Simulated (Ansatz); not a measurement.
C3H4, singlet: CASSCF and its corrections

Calculated in Ansatz's Gaussian-basis code. Basis cc-pVDZ, nonrelativistic, 3 orbitals frozen in the corrections. State-specific CASSCF; RHF is the lowest restricted (open-shell) Hartree–Fock solution met. On stretched bonds single-reference methods can fail or change state. No symmetry is imposed, so a solution can break that of the shape. No proof that the lowest CASSCF solution was found.

Geometry. A bond is stretched, to 1.59 times the sum of the covalent radii.

```xyz
7

C     0.0000    0.0000    0.1859
C     0.0000    0.0000    1.4041
C     0.0000    0.0000   -1.2755
H     0.0000    0.0000    3.1093
H     0.0000    1.0211   -1.6652
H     0.8843   -0.5106   -1.6652
H    -0.8843   -0.5106   -1.6652
```

Task: What do CASSCF and its corrections give against RHF in CAS(2,2), and what are the occupations?

Result: CASSCF -1.072 eV, SC-NEVPT2 -11.419 eV; occupations 1.89, 0.11.

Task: How do single-reference totals in the same basis and frozen core stand against SC-NEVPT2 in CAS(2,2)?

Result: CCSD(T) -1.222 eV, CCSDT -1.236 eV. Coupled cluster stands on the determinant that it favours, which can lie over the RHF solution above, and is in doubt where the occupations are far from 0, 1 and 2.

Task: Roughly how much CPU time does a whole run from the default start take (median of such runs, summed over threads; nearly all runs on one pinned thread of a shared server, mostly Xeon at 2.3 to 2.6 GHz, by a development driver)?

Result: CAS(2,2): about 2.2 s. Other jobs ran beside these, and the count of passes differs.
